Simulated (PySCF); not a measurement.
# From one method to the next for CH⁺

Starting from one script, swap the method and compare what comes out for CH⁺.

Computed with PySCF 2.14.0. Level: each script names its method and basis.

### 1 The system as given

CH⁺: 2 atoms, charge 1, spin multiplicity 1.

Bond lengths: H1–C2 1.130 Å.

### 2 Base script

The input, input.py:

```python
from pyscf import gto, scf

mol = gto.M(
    atom='H 0 0 0; C 0 0 1.13',
    basis='x2c-tzvpall',
    charge=1,
    spin=0,
    symmetry=True,
    verbose=4,
)
mf = scf.RHF(mol)
mf = mf.sfx2c1e()
mf.kernel()
mf.nuc_grad_method().kernel()
mf.dip_moment()
print('orbital energies (hartree):', mf.mo_energy[..., max(0, mol.nelec[1]-3):mol.nelec[0]+3].round(4))
```

Launch:

```sh
$ OMP_NUM_THREADS=1 python input.py
```

### 3 Polarisability

Edit 1 changes step after the SCF: gradient → polarizability.

input.py, as its differences from that of step 2:

```diff
@@ -1,2 +1,3 @@
 from pyscf import gto, scf
+from pyscf.prop.polarizability import rhf as pol
 
@@ -13,3 +14,4 @@
 mf.kernel()
-mf.nuc_grad_method().kernel()
+print('polarizability (a.u.)')
+print(pol.Polarizability(mf).polarizability().round(4))
 mf.dip_moment()
```

### 4 ROHF

Edit 2 changes SCF type: RHF → ROHF.

input.py, as its differences from that of step 2:

```diff
@@ -10,3 +10,3 @@
 )
-mf = scf.RHF(mol)
+mf = scf.ROHF(mol)
 mf = mf.sfx2c1e()
```

### 5 EOM-IP

Edit 3 changes step after the SCF: gradient → eomip; frozen orbitals: none → 1; number of roots: none → 8.

input.py, as its differences from that of step 2:

```diff
@@ -1,2 +1,2 @@
-from pyscf import gto, scf
+from pyscf import gto, scf, cc
 
@@ -13,3 +13,6 @@
 mf.kernel()
-mf.nuc_grad_method().kernel()
+mycc = cc.CCSD(mf, frozen=1)
+mycc.kernel()
+e = mycc.ipccsd(nroots=8)[0]
+print('roots (eV) =', (e*27.211386).round(3))
 mf.dip_moment()
```

### 6 MP2

Edit 4 changes step after the SCF: gradient → mp2; frozen orbitals: none → 1.

input.py, as its differences from that of step 2:

```diff
@@ -1,2 +1,2 @@
-from pyscf import gto, scf
+from pyscf import gto, scf, mp
 
@@ -13,3 +13,3 @@
 mf.kernel()
-mf.nuc_grad_method().kernel()
+mp.MP2(mf, frozen=1).kernel()
 mf.dip_moment()
```

**Question.** What will these runs give? Wanted: for each run, E(SCF); from base; gap; after the SCF.

**Answer**, as computed:

```tsv
run	E(SCF) (hartree)	from base (eV)	cycles	gap (eV)	after the SCF
base	-37.922894	0	7	14.79	n/a
polarisability	-37.922894	0.0000	7	14.79	n/a
ROHF	-37.922894	0.0000	7	n/a	n/a
EOM-IP	-37.922894	0.0000	7	14.79	CCSD correlation -3.035 eV, core frozen, first root 24.13 eV
MP2	-37.922894	0.0000	7	14.79	MP2 correlation -2.224 eV, core frozen
```

The SCF energy stays the same, to the digits that matter, with ROHF.
